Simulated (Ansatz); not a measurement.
**Relaxing ScAs3**

All numbers below come from DFT PBE, scalar-relativistic, plane waves, PAW in Ansatz 0.2.0. Cutoff 420 eV, Γ-centred k mesh, Gaussian smearing, no spin polarisation in the final step.

The start puts ScAs3 on the Cu3Au (L1_2) structure type (Pm-3m, No. 221), with Sc in place of Au, As in place of Cu, at a guessed volume.

```
Sc As
1.0
     4.30628    0.00000    0.00000
     0.00000    4.30628    0.00000
     0.00000    0.00000    4.30628
Sc As
1 3
Direct
  0.00000 0.00000 0.00000
  0.00000 0.50000 0.50000
  0.50000 0.00000 0.50000
  0.50000 0.50000 0.00000
```

Steps on the 12×12×12 mesh (4 atoms). 4 of 5 steps are shown, and the free energy counts from the last. Trial steps that were taken back and renewals of the plane-wave basis can be among the rows.

| step | ΔF (meV/atom) | V (Å³/atom) | P (GPa) |
| --- | --- | --- | --- |
| 1 | 6.1 | 19.96 | -2.72 |
| 2 | 3.8 | 18.73 | 2.45 |
| 3 | -0.1 | 19.30 | -0.12 |
| 5 | 0.0 | 19.27 | 0.00 |

A final relaxation ran on a 12×12×12 mesh. The relaxed crystal, Pm-3m (No. 221):

```cif
data_structure
_symmetry_space_group_name_H-M 'Pm-3m'
_symmetry_Int_Tables_number 221
_cell_length_a 4.2557
_cell_length_b 4.2557
_cell_length_c 4.2557
_cell_angle_alpha 90.000
_cell_angle_beta 90.000
_cell_angle_gamma 90.000
_cell_volume 77.07
loop_
_atom_site_label
_atom_site_type_symbol
_atom_site_symmetry_multiplicity
_atom_site_Wyckoff_symbol
_atom_site_fract_x
_atom_site_fract_y
_atom_site_fract_z
_atom_site_occupancy
Sc1 Sc 1 a 0.00000 0.00000 0.00000 1
As1 As 3 c 0.00000 0.50000 0.50000 1
```

For ScAs3, the volume per atom is 19.27 Å³. The density is 5.81 g/cm³. The energy over the elements is -0.32 eV/atom and the gap on the 12×12×12 mesh is 0 eV (a metal).

Energies over the elements count from the elements' standard structures at the same level, with no empirical corrections.

The final run used a 12×12×12 mesh on its 4-atom cell and 0.10 eV smearing. The k mesh leaves about 4 meV/atom of noise in metals.

A structure relaxed within its symmetry needn't be a true minimum.

Cost: 2 runs of about 1.2 core-minutes in all, on Arm Neoverse V1 (shared hosts).